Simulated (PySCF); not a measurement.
Stationary points of NO₂⁺

Method: PBE0 in PySCF with N def2-TZVP, O def2-TZVP; no relativity; density-fitted integrals.

Relaxations began from a few typed shapes. The search is not exhaustive: other isomers or separated fragments can lie lower, and high-lying points may rest on an excited occupation.

```tsv
spin	group	bonds	angles	imaginary modes (cm⁻¹)	ΔE (kJ/mol)	ΔE with ZPE (kJ/mol)
singlet	D∞h	N–O 1.110 Å (×2)	O–N–O 180.0°	none	0.0	0.0
singlet	C2v	N–O 1.253 Å (×2), O–O 1.549 Å	N–O–O 51.8° (×2), O–N–O 76.4°	none	457.3	444.7
```

The lowest minimum found is the singlet D∞h: N–O 1.110 Å (×2); O–N–O 180.0°.

Starts that fell apart ended at 332 kJ/mol on the same scale (coarser grid).

Counting electrons, nitrogen keeps none of its valence electrons outside its bonds, so the VSEPR class is AX2 and the expected shape is linear (D∞h), as computed.
